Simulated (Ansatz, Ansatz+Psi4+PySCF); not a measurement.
```xyz
2

S     0.0000    0.0000    0.9601
S     0.0000    0.0000   -0.9601
```

Basis set: cc-pV(T+d)Z (spherical functions). Left uncorrelated: 10 orbitals. Correlation on ROHF uses semicanonical orbitals with singles. Charge 0, multiplicity 3.

Computed with Ansatz (development build ahead of 0.2.0); free ground-state atoms in the same class of orbitals, no zero-point energy, no relativity.

The atomization energy of triplet S₂ from measured heats of formation, zero-point and thermal terms removed is 4.409 eV (G2/97 set, Curtiss et al., J. Chem. Phys. 106, 1063 (1997), as shipped with ASE); it holds spin-orbit and other relativistic effects.

Problem. How far do ROHF-CCSD(T), ROHF-CCSD, UHF-CCSD(T), UHF-CCSD, ROHF-MP2, UHF-MP2 miss it in this basis?

Solution.

```tsv
method	atomization energy (eV)	computed − measured (eV)
ROHF-CCSD(T)	4.131	-0.278
ROHF-CCSD	3.830	-0.579
UHF-CCSD(T)	4.124	-0.285
UHF-CCSD	3.844	-0.565
ROHF-MP2	4.577	0.168
UHF-MP2	4.371	-0.038
```
